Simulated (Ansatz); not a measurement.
Forces on a displaced structure

Si2HS (charge -1), singlet, displaced at random from a GFN2-xTB minimum.

```csv
atom,x (Å),y (Å),z (Å)
Si1,-1.6339,-0.0456,0.7717
Si2,-0.4441,1.4618,-0.2100
S3,1.3008,-0.1664,-0.5853
H4,0.7993,-1.2726,0.0115
```

Computed with Ansatz 0.2.0 (basis: def2-TZVPPD); correlated methods freeze the cores.

CCSD(T) forces from the calculation:
```csv
atom,Fx,Fy,Fz (eV/Å)
Si1,-0.378,-0.724,0.380
Si2,1.045,0.277,-0.573
S3,-0.706,0.395,0.230
H4,0.038,0.052,-0.037
```

Task: Which atom feels the largest CCSD(T) force, and how large is it?

Result: Si2, 1.22 eV/Å, along (0.85, 0.23, -0.47).

Root-mean-square difference of the force components from those of CCSD(T): PBE0-D4 0.142; wB97M-V 0.188; r2SCAN-D4 0.127; PBE-D4 0.147; SPW92 0.264; B97M-V 0.116 eV/Å.

No T1 diagnostic of these runs exceeds 0.025. The restricted Hartree–Fock reference is unstable towards an unrestricted one here. These are differences at one structure, and CCSD(T) in triple zeta is itself an approximation.

For scale, one of the runs: CCSD(T)/def2-TZVPPD forces, 164 basis functions (an equivalent command: `ansatz run in.yaml --threads 4`). The run took 42 s on 4 CPU threads (shared host), with 2.1 GiB of host memory at its peak.
